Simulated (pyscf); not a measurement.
F–SiH₃ + SiH₃• → F–SiH₂• + SiH₄ (hydrogen abstraction; doublet surface; H–Si broken, H–Si formed). Optimised with ωB97X-D3(BJ)/def2-SVP in PySCF. Rate constants from transition-state theory, ωB97M-D3(BJ)/def2-TZVP energies (ideal gas, 1 atm, RRHO with modes under 100 cm⁻¹ raised to 100, one conformer, R ln 2 for chiral ones without a mode under 150 cm⁻¹; no tunnelling), k in cm³ molecule⁻¹ s⁻¹.

| T (K) | 1000/T | log10 k |
|---|---|---|
| 298 | 3.354 | -19.23 |
| 600 | 1.667 | -15.05 |
| 900 | 1.111 | ? |
| 1200 | 0.833 | -12.44 |

Task: Fit an Arrhenius line to the three values, give the activation energy, and predict k at 900 K.

Result: Least squares gives log10 k = -10.38 − 2.66 × 1000/T, so Ea = 2.66 × ln 10 × 1.987 = 12.2 kcal/mol, against an electronic barrier of 11.0. At 900 K the line gives -13.34; the computed value is -13.40 (ΔG‡ = 32.0 kcal/mol), a factor 1.2 under the line, since the plot is curved. One saddle was located; it need not be the lowest between these sides. The angle at the transferred H is 144°.
